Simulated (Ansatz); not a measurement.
Input for Ansatz (development build ahead of 0.2.0):

```yaml
crystal:
  periodic: [false, false, false]
  atoms:
    - { symbol: C, position_ang: [-0.0062, -0.00766, 0.00171] }
    - { symbol: H, position_ang: [0.63594, 0.62811, 0.62613] }
    - { symbol: H, position_ang: [0.63085, -0.64067, -0.62724] }
    - { symbol: H, position_ang: [-0.63096, 0.6427, -0.63014] }
    - { symbol: H, position_ang: [-0.6308, -0.6245, 0.63401] }
basis:
  gaussian: { orbitals: STO-3G }
hamiltonian:
  xc: hf
correlation:
  method: mp2
  frozen_orbitals: { C: 1, H: 0 }
```

The input is written out in the form of the current development build from the run's settings.

Results

```json
{"Converged": "yes", "Reference energy": "-39.72617 hartree", "Correlation energy": "-0.05658 hartree", "Total energy": "-39.78275 hartree", "Spin squared of the determinant": "0.000"}
```
